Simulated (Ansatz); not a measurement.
A cut through the energy surface

CH₄MgO (SMILES C[O][MgH]), singlet, at its PBE0-D4/def2-TZVP minimum:

```
7
angstrom
C -0.6350 0.9513 -0.0894
O 0.1283 -0.1891 0.0093
Mg 1.1073 -1.6498 0.1350
H -0.9133 1.1679 -1.1312
H -0.1016 1.8343 0.2919
H -1.5704 0.8678 0.4832
H 2.0461 -3.0504 0.2555
```

The bond length C1–H4 (1.100 Å at the minimum) is set to the values below, the two halves moving rigidly along the bond. Each method's energies count from its own value at the PBE0-D4 minimum structure. Program: Ansatz 0.2.0. Basis: def2-TZVPP. Cores are frozen in the correlated methods. The outer core shell of Li, Na, Mg and K is correlated. The def2 sets are not built for correlating such inner shells, so the correlated values are less sure here. B3LYP uses VWN-RPA correlation.

CCSD(T) energies along the scan:
| bond length (Å) | CCSD(T) (kJ/mol) |
| --- | --- |
| 0.968 | 33.1 |
| 1.006 | 15.2 |
| 1.062 | 2.1 |
| 1.128 | 1.3 |
| 1.200 | 12.8 |
| 1.278 | 34.6 |
| 1.361 | 63.8 |
| 1.449 | 97.9 |
| 1.540 | 134.1 |
They count from the CCSD(T) energy at the PBE0-D4 minimum.

Minimum and curvature along this coordinate at CCSD(T): A fifth-order fit through the nearest points gives 1.098 Å, with a curvature of about 31 eV/Å².

Question: Treat the two halves as rigid bodies and work out the harmonic wavenumber of this stretch from that curvature (ν̃ = 521.5 √(k/μ) cm⁻¹ with k in eV/Å² and μ in u).

Answer: The halves weigh 55.34 and 1.01 u, so μ = 55.34 × 1.01/56.35 = 0.992 u and ν̃ = 521.5 √(31/0.992) ≈ 2900 cm⁻¹. A true normal mode mixes in other motions, so this is a guide only.

Largest difference from the CCSD(T) curve over the scan: r2SCAN-D4 3.5; PBE0-D4 0.9; B3LYP-D4 3.8; wB97M-V 4.4 kJ/mol. Each curve counts from its own value at the minimum.

No T1 diagnostic of these runs exceeds 0.013.

For scale, one of the runs: CCSD(T)/def2-TZVPP, 150 basis functions (an equivalent command: `ansatz run in.yaml --threads 2`). Time: 44 s of wall clock on 2 CPU threads; the host was shared. Peak host memory: 1.1 GiB.
